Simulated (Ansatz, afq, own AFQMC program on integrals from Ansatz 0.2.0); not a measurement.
AFQMC on a folder of integrals that Ansatz 0.2.0 wrote.

```yaml
crystal:
  periodic: [false, false, false]
  atoms:
    - {symbol: Si, position_ang: [0.000000, 0.000000, 1.249328]}
    - {symbol: Al, position_ang: [0.000000, 0.000000, -1.159384]}
    - {symbol: H, position_ang: [0.000000, 1.405470, -1.888034]}
    - {symbol: H, position_ang: [0.000000, -1.405470, -1.888034]}
basis:
  gaussian: {orbitals: cc-pVDZ}
magnetization: {spin_polarized: true, initial_magnetization: 3}
correlation: {method: ccsd_t, electrons: outside_noble_gas, hamiltonian_folder: ham}
```

```sh
$ ansatz run in.yaml --threads 1 --pin off --events-out ev --progress --plain --max-ram 1843MiB
```

afq runs on the folder ham with

```
--method free --trial cisd --walkers 60 --time-step 0.03 --max-blocks 80 --target-error 0.00036 --factor-cut 1e-05 --seed 9795 --times 0,0.3,0.6,1.2,1.8,2.4,3.6,4.8,6 --taylor-order 8
```

Times are imaginary, in 1/Eh. The walk had a cap of 1002 s.

afq prints:

```
orbitals 36  electrons 6 3  factors 266 of 451
reference energy -531.92926082 Eh
CCSD correlation -0.14976516 Eh in 11 cycles, weight of the determinant in the CISD state 0.8797
repeat  energy at the last time / Eh  error
    10  -532.082817  0.000867
    20  -532.083608  0.000860
    30  -532.083441  0.000633
    40  -532.083700  0.000539
    50  -532.083986  0.000471
    60  -532.084255  0.000446
    70  -532.084303  0.000396
    80  -532.084366  0.000363
time / (1/Eh)  energy / Eh  error  mean overlap
  0.00  -532.078933  0.000067  1.1358
  0.30  -532.081124  0.000095  1.1360
  0.60  -532.082175  0.000107  1.1408
  1.20  -532.083547  0.000126  1.1264
  1.80  -532.083931  0.000158  1.1360
  2.40  -532.084040  0.000175  1.1461
  3.60  -532.084281  0.000213  1.1369
  4.80  -532.084212  0.000233  1.1406
  6.00  -532.084366  0.000363  1.1483
energy -532.084366 +/- 0.000363 Eh
```

The run passed its tests (error under three times the target), which doesn't prove that it has relaxed.

Against this walk (error 9.9 meV) on the same determinant: CCSD(T) 35.1 meV higher, CCSDT(Q) 3.5 meV lower (within the noise). The error is statistical, and a free projection of finite length keeps a remainder of its start.

Cautions: remainder of the start not in the error; lower spins were not checked.

The walk took 4.6 min on 1 thread of Arm Neoverse V1 (shared host). The log's last line is the free-projection energy.

CCSDT and higher add their correlation energy to the determinant of the CCSD(T) run, since their own runs factorise the integrals more tightly (a shift of under 2 meV). A walk keeps the symmetry of its determinant, which the program's search chose and which needn't be the lowest solution, so a lower state of the same spin and another symmetry isn't excluded.
